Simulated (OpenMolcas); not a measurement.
# Predicting a hybrid from its neighbours: AlH

AlH has 2 atoms, charge 0, and is taken as a singlet. As SMILES, `[AlH]`. Geometry: relaxed at PBE0-D4/def2-TZVP.

The HOMO–LUMO gap y, in eV, basis def2-TZVPPD; a is the functional's share of exact exchange. Programs: OpenMolcas 26.06.

```
functional     program     a  y (eV)
      BLYP  OpenMolcas     0    2.39
    revPBE  OpenMolcas     0    2.40
     B3LYP  OpenMolcas   0.2       ?
      PBE0  OpenMolcas  0.25    4.03
     BHLYP  OpenMolcas   0.5    5.66
```

Task: Fit y = c + s·a to the known rows and predict B3LYP.

Result: 
1. Means of the 4 rows: a = 0.1875, y = 3.620.
2. Σ(Δa)² = 0.17188, Σ(Δa·Δy) = 1.1225, so the slope is 1.1225/0.17188 = 6.5307.
3. Intercept: 3.620 − (6.5307) × 0.1875 = 2.395. The largest residual of the fit is 0.005.
4. B3LYP: 2.395 + (6.5307) × 0.2 = 3.70 eV.

The run gave 3.72 eV, so the prediction is off by -0.02 eV, more than the scatter of the fit. Exact exchange lowers occupied levels and raises empty ones.
